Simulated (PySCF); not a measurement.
Task: Give a PBE0-D3(BJ)/def2-SVP geometry of N-methyl-tert-butylamine, `CNC(C)(C)C`.

Result: 
Z-matrix in Å and degrees, rows numbered from 1:
```
C 
N   1  1.4420
C   2  1.4639  1  118.15
C   3  1.5364  2  112.97  1   -59.57
C   3  1.5295  2  109.31  1    62.90
C   3  1.5280  2  106.25  1  -179.46
H   1  1.1110  2  115.75  3    57.33
H   1  1.1005  2  109.09  3   178.40
H   1  1.1008  2  110.61  3   -64.79
H   2  1.0173  1  109.81  3  -125.36
H   4  1.1007  3  111.62  2    62.82
H   4  1.1011  3  111.26  2  -177.20
H   4  1.1022  3  110.66  2   -57.42
H   5  1.1002  3  110.07  2    51.56
H   5  1.1002  3  110.49  2   171.60
H   5  1.1005  3  111.89  2   -68.87
H   6  1.1001  3  111.28  2  -178.11
H   6  1.0998  3  110.14  2   -57.21
H   6  1.1027  3  110.76  2    62.19
```

N2 (secondary amine nitrogen) is pyramidal (angles 118.1°, 109.8° and 108.7°, sum 336.6°, 0.36 Å off the plane of its three neighbours). The C–N distances run from 1.442 Å (C1–N2, drawn single) to 1.464 Å (N2–C3, drawn single), a spread of 0.022 Å. Of the pairs four or more bonds apart, C5···H9 is among the closest relative to their van der Waals radii: 2.73 Å, 94 % of the sum of Bondi's values.

Level of theory: PBE0-D3(BJ)/def2-SVP geometry optimisation, gas phase (PySCF).

PBE0-D3(BJ)/def2-SVP frequencies: not computed here.
